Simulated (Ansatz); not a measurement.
Input file:

```yaml
crystal:
  periodic: [false, false, false]
  atoms:
    - {symbol: Br, position_ang: [0.000000, 0.000000, 0.000000]}
    - {symbol: Be, position_ang: [0.000000, 0.000000, 2.283200]}
basis:
  gaussian: {orbitals: def2-mTZVP}
total_charge: 1
magnetization: {spin_polarized: true, initial_magnetization: 2}
correlation: {method: ccsd_t, electrons: outside_noble_gas}
scf: {lower_state_search: light}
```

```sh
$ ansatz run in.yaml --threads 1 --pin off --events-out ev --progress --plain --max-ram 2393MiB
```

Log:

```
465 factors; integrals over basis functions are off by at most 3.2e-4 eV
mean field evaluation 1: about -70386.7906 eV, gradient 1.1e1 eV
mean field evaluation 2: about -70386.7937 eV, gradient 1.1e1 eV
mean field evaluation 4: about -70387.7495 eV, gradient 1.8e0 eV
mean field evaluation 8: about -70387.8561 eV, gradient 2.5e-3 eV
mean field evaluation 16: about -70387.8519 eV, gradient 2.5e-1 eV
mean field evaluation 32: about -70387.8560 eV, gradient 2.4e-2 eV
mean field evaluation 64: about -70384.8841 eV, gradient 6.2e-2 eV
mean field evaluation 96: about -70387.8354 eV, gradient 7.8e-1 eV
mean field evaluation 128: about -70384.8116 eV, gradient 1.7e0 eV
mean field -70387.85605920 eV, -2586.7059995730 hartree, gradient 5.2e-6 eV, S^2 2.008392; 5 other end points of the search recorded, 0 dependent functions left out
determinant -70387.85605920 eV, -2586.7059995730 hartree, with singles and doubles -70391.30498007 eV, -2586.8327450774 hartree
determinant -70386.12174472 eV, -2586.6422646917 hartree, with singles and doubles -70389.59937900 eV, -2586.7700653942 hartree
determinant -70384.87757397 eV, -2586.5965422597 hartree, with singles and doubles -70388.36995023 eV, -2586.7248847203 hartree
determinant -70384.72056233 eV, -2586.5907721886 hartree, with singles and doubles -70388.19173753 eV, -2586.7183355244 hartree
15 core orbitals not correlated: weight in the atoms' cores, before any rotation towards them, 1.000 or more for the frozen orbitals, at most 0.000 for the correlated occupied ones
reference -70387.85605920 eV, -2586.7059995730 hartree; 5, 3 occupied and 27, 29 virtual orbitals, 465 factors
second order -2.99377227 eV of doubles, -0.00000000 eV of singles
cycle   1  -3.45025519 eV  change   -1.9e-1 eV  update   1.3e-2
cycle   2  -3.45912489 eV  change   -8.9e-3 eV  update   4.6e-3
cycle   3  -3.46123742 eV  change   -2.1e-3 eV  update   1.9e-3
cycle   4  -3.46174905 eV  change   -5.1e-4 eV  update   6.9e-4
cycle   5  -3.46188534 eV  change   -1.4e-4 eV  update   2.5e-4
cycle   6  -3.46195334 eV  change   -6.8e-5 eV  update   8.8e-5
cycle   7  -3.46196410 eV  change   -1.1e-5 eV  update   3.5e-5
cycle   8  -3.46196802 eV  change   -3.9e-6 eV  update   1.3e-5
cycle   9  -3.46197062 eV  change   -2.6e-6 eV  update   4.9e-6
perturbative correction -0.07475966 eV, -0.0027473669 hartree
Total energy: -70391.39278948 eV, -2586.8359720136 hartree
```

Ran on 1 thread of AMD EPYC, shared host: 9 s wall, 0.11 GiB peak host memory.
